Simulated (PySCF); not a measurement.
BeH, SMILES [BeH+], charge +1. The structure is a stationary point at PBE0-D3(BJ)/def2-TZVPD. The multiplicity is an assumed one; other spin states were not compared.

Computed equilibrium geometry at PBE0-D3(BJ)/def2-TZVPD (PySCF confirms it by a frequency run) as bond lengths and angles, and its point group:
point group C∞v.
Atoms: Be1 H2. Bond lengths (Å): Be1–H2 1.324.
Charge +1, spin multiplicity 1.
